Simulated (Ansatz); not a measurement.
Species: OF$_{2}$, charge 0, multiplicity 1. SMILES: FOF
Structure (B3LYP-D3(BJ)/def2-TZVP (Ansatz, a quantum-chemistry and plane-wave program) minimum search):
```xyz
3

F      0.0392     1.1006    -0.2795
O     -0.0196     0.0082     0.5973
F     -0.0218    -1.1078    -0.2514
```

Computed values are from Ansatz. Valence correlation only, unless marked. UHF or UKS for open shells. Spin-orbit coupling is left out. Non-relativistic. CBS marks a two-point X^-3 extrapolation of the correlation energy; Hartree-Fock from the larger set.

The Hartree-Fock reference is unstable (checked in the largest basis), which strains HF and MP2. 

**Question.** What is the total energy at CCSD(T)/CBS(cc-pVTZ,cc-pVQZ)?

**Answer.** -274.4826 Eh.

**Question.** What is the T1 diagnostic at CCSD/cc-pVQZ?

**Answer.** 0.015.

**Question.** What is the dipole moment at CCSD(T)/aug-cc-pVDZ?

**Answer.** 0.30 D.

**Question.** What is the atomisation energy De at CCSD(T)/CBS(cc-pVTZ,cc-pVQZ)?

**Answer.** 385.2 kJ/mol.
